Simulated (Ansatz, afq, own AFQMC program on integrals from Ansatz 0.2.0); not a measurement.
CH3B, singlet in cc-pVDZ, levels against CCSDT(Q)

```yaml
atoms:
  - { symbol: B, position_ang: [0.0000, 0.0000, 0.8143] }
  - { symbol: C, position_ang: [0.0000, 0.0000, -0.6867] }
  - { symbol: H, position_ang: [0.0000, 0.0000, 1.9896] }
  - { symbol: H, position_ang: [0.0000, 0.9159, -1.2706] }
  - { symbol: H, position_ang: [0.0000, -0.9159, -1.2706] }
```

Connectivity, by distances: BH–CH2.

Basis cc-pVDZ. Noble-gas cores (and the filled d shells of Ga–Kr and In–Xe) are frozen. Integrals, coupled cluster, full CI and functionals: Ansatz 0.2.0; the random walks run on the same integrals in our own AFQMC program. The CISD trial takes its coefficients from CCSD amplitudes. Released means that phaseless walkers are propagated on without the constraint, phases kept. Free AFQMC starts from the CCSD state and is never constrained. Its projection time is finite, and what remains of the start isn't in its error. ± is one standard error of the sampling.

Determinant: RHF, the one that the program's search chose, which needn't be the lowest solution. The geometry is a point of a scan.

No full CI on the walks' own integrals is used here; CCSDT(Q) serves as the reference and is uncertain by about the last step of the cluster series.

Cautions: restricted determinant unstable towards unrestricted (UHF 22 meV lower, ⟨S²⟩ 0.17); the ph-AFQMC/CISD walk drifts between its halves (2.1 errors).

```
T1 diagnostic                               : 0.0151
weight of the determinant in the CISD state : 0.881
size of the correlated space                : 10 electrons in 41 orbitals
```

Reference: CCSDT(Q), correlation energy -6.954 eV. The released energy is read at 2.40 1/Eh (meV from the phaseless value at times in 1/Eh: -22 ± 17 at 0.24, -44 ± 18 at 0.51, -25 ± 13 at 0.99, -20 ± 16 at 1.62, -40 ± 19 at 2.40).

```
         level  E − E(reference) (kJ/mol)  share of correlation (%)
            HF                      670.9                      0.00
           MP2                      103.3                     84.61
          CCSD                       27.0                     95.98
       CCSD(T)                        3.9                     99.42
         CCSDT                        1.6                     99.76
   ph-AFQMC/HF                 -6.2 ± 8.2                    100.92
 ph-AFQMC/CISD                  4.0 ± 1.6                     99.40
released AFQMC                  0.2 ± 1.9                     99.97
    free AFQMC                  0.8 ± 1.8                     99.89
```

Free projections are given only where their last times agree within the noise and don't stop above the reference; a slow remainder of the start can still hide under it. A walk keeps the symmetry of its determinant, which the program's search chose and which needn't be the lowest solution, so a lower state of the same spin and another symmetry isn't excluded. Released energies are given only where the last usable release times agree within the noise; a slower fall can still hide under it.
